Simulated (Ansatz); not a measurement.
Results of PBEsol (plane waves, PAW; Ansatz, a first-principles code) for GeS (Pnma, No. 62).

Settings: plane-wave cutoff 520 eV, 16×14×6 k mesh (along the axes of the cell as run), Fermi–Dirac smearing 0.05 eV, scalar-relativistic PAW data made under PBE.

Shape and atoms are relaxed at each volume.

Pressure at four volumes; x = ln(V/19.575 Å³). One pressure is withheld.

| V (Å³/atom) | x | P (GPa) |
|---|---|---|
| 18.792 | -0.0408 | ? |
| 19.183 | -0.0202 | 0.786 |
| 19.575 | 0.0000 | -0.006 |
| 20.358 | 0.0392 | -1.205 |

Task: Pass a parabola P(x) through the three rows shown, estimate the bulk modulus and its pressure derivative near zero pressure, and predict the withheld pressure.

Result: Slopes between the rows: (-0.006 − (0.786))/(0.0000 − (-0.0202)) = -39.21 and (-1.205 − (-0.006))/(0.0392 − (0.0000)) = -30.59 GPa. Their difference over the span 0.0594 is c = 8.62/0.0594 = 145.1 GPa, so P(x) = 0.786 + (-39.21)(x − (-0.0202)) + 145.1 (x − (-0.0202))(x − (0.0000)). At the middle row B = −dP/dx = −[-39.21 + 145.1 × 0.0202] = 36.3 GPa, and B′ = dB/dP = 2c/B = 8.0. At x = -0.0408 the parabola gives 1.716 GPa; the run gives 1.721 GPa. The Birch–Murnaghan fit to the energies at all volumes has B0 = 36.2 GPa and B′ = 8.1.

Note: the bulk modulus comes from volumes at which shape and atoms were relaxed.
